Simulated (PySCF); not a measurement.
Process, species as SMILES: S (H2S) + H+ → [SH3+]
B3LYP-D3(BJ)/def2-TZVP geometries, fixed; electronic energies without zero-point terms; positive where energy is released.
Largest species:
```xyz
4

S      0.1049    -0.0008     0.0446
H     -0.3243     0.9941    -0.7736
H     -0.3450    -0.9973    -0.7604
H     -1.0094     0.0159     0.8202
```
Charge +1, spin multiplicity 1.

Basis-set convergence of the proton affinity at PBE with PySCF. All functions are spherical. Density fitting with generated auxiliary sets. No added dispersion term, no relativity. Functions are those of the species that has most. Reference: the value in aug-pcseg-3, 175.06 kcal/mol, itself unsure by roughly 0.06 kcal/mol (its mean distance from aug-cc-pV(Q+d)Z, def2-QZVPPD, pcseg-3). Deviations are taken from unrounded values.

| basis | functions | proton affinity (kcal/mol) |
|---|---|---|
| def2-SVP | 33 | 176.23 |
| def2-SVPD | 51 | 173.25 |
| pcseg-1 | 33 | 173.21 |
| aug-pcseg-1 | 54 | 173.43 |
| cc-pV(D+d)Z | 38 | 176.11 |
| aug-cc-pV(D+d)Z | 59 | 173.91 |
| 6-311G** | 44 | 173.93 |
| 6-311+G** | 48 | 174.07 |
| def2-TZVP | 55 | 175.41 |
| def2-TZVPD | 73 | 174.72 |
| pcseg-2 | 76 | 174.95 |
| aug-pcseg-2 | 119 | 174.66 |
| cc-pV(T+d)Z | 81 | 175.38 |
| aug-cc-pV(T+d)Z | 124 | 174.84 |
| def2-TZVPP | 84 | 175.52 |
| def2-TZVPPD | 102 | 174.86 |
| cc-pV(Q+d)Z | 154 | 175.22 |
| aug-cc-pV(Q+d)Z | 227 | 174.99 |
| def2-QZVPP | 160 | 175.16 |
| def2-QZVPPD | 178 | 174.99 |
| pcseg-3 | 163 | 175.11 |
| aug-pcseg-3 | 236 | 175.06 |

What the diffuse functions change, pair by pair:
- def2-SVP to def2-SVPD: 18 more functions, deviation 1.17 to -1.81 kcal/mol
- pcseg-1 to aug-pcseg-1: 21 more functions, deviation -1.85 to -1.64 kcal/mol
- cc-pV(D+d)Z to aug-cc-pV(D+d)Z: 21 more functions, deviation 1.05 to -1.16 kcal/mol
- 6-311G** to 6-311+G**: 4 more functions, deviation -1.13 to -0.99 kcal/mol
- def2-TZVP to def2-TZVPD: 18 more functions, deviation 0.35 to -0.34 kcal/mol
- pcseg-2 to aug-pcseg-2: 43 more functions, deviation -0.11 to -0.40 kcal/mol
- cc-pV(T+d)Z to aug-cc-pV(T+d)Z: 43 more functions, deviation 0.32 to -0.22 kcal/mol
- def2-TZVPP to def2-TZVPPD: 18 more functions, deviation 0.46 to -0.20 kcal/mol
- cc-pV(Q+d)Z to aug-cc-pV(Q+d)Z: 73 more functions, deviation 0.16 to -0.07 kcal/mol
- def2-QZVPP to def2-QZVPPD: 18 more functions, deviation 0.10 to -0.07 kcal/mol
- pcseg-3 to aug-pcseg-3: 73 more functions, deviation 0.05 to 0.00 kcal/mol

Leaving out the reference's own pair, they bring the value nearer the reference by more than 0.06 kcal/mol in 5 of 10 pairs.
